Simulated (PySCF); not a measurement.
CH₃Cl, SMILES CCl. The structure is a stationary point at ωB97X-D3(BJ)/def2-TZVP.

Computed with ωB97X-D3(BJ)/def2-TZVP (PySCF).

Harmonic wavenumbers (cm⁻¹): 766, 1042, 1042, 1400, 1493, 1493, 3099, 3199, 3199. Rotational constants (GHz): 157.3, 13.33, 13.33; symmetry number 3.

**Question.** Work out the zero-point energy and the ideal-gas rigid-rotor harmonic-oscillator thermochemistry at 298.15 K and 1 atm.

**Answer.** ZPE = ½ Σ hcν = ½ × 16733 cm⁻¹ = 100.08 kJ/mol. H − E(el) = 110.44 kJ/mol. Entropy in J/(mol K): translation 157.66, rotation 74.47, vibration 1.83, total 233.95. G − E(el) = 40.69 kJ/mol. Cp = 40.10 J/(mol K).
